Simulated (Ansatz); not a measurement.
**H₃O⁺, singlet: from triple and quadruple zeta to the limit**

```xyz
4

O     0.1890   -0.0589   -0.0548
H     0.2169    0.9197    0.0158
H    -0.4114   -0.3677   -0.7672
H     0.0056   -0.4930    0.8062
```

Ansatz 0.2.0, RHF determinant, valence electrons correlated. Energies in eV.

```tsv
set	X	functions	Hartree–Fock	MP2 correlation	CCSD(T) correlation	time
def2-TZVPP	3	73	-2077.3906	-6.9546	-7.3754	2.2 s on 1 × NVIDIA H100 80GB HBM3 with 1 thread of AMD EPYC 7R13 Processor (Zen 3) (shared host)
def2-QZVPP	4	147	-2077.4878	-7.5006	-7.8836	2.7 s on 1 × NVIDIA H100 80GB HBM3 with 1 thread of AMD EPYC 7R13 Processor (Zen 3) (shared host)
```

Hartree–Fock is taken to follow E(X) = E∞ + A·exp(−7.88·√X), correlation E(X) = E∞ + B·X^−2.97.

**Question.** Work out the CCSD(T) energy at the limit, and how far the shortcut misses it that extrapolates MP2 and adds CCSD(T) minus MP2 from the smaller set.

**Answer.** Hartree–Fock: E∞ = E4 + 0.1377·(E4 − E3) = -2077.5012. Correlation: E∞ = E4 + 0.7407·(E4 − E3) = -8.2601 for CCSD(T) and -7.9051 for MP2. The limit is -2085.7613 eV, 0.390 eV below def2-QZVPP. The shortcut gives a correlation energy of -7.9051 + (-0.4208) = -8.3258, 66 meV lower than the direct value.
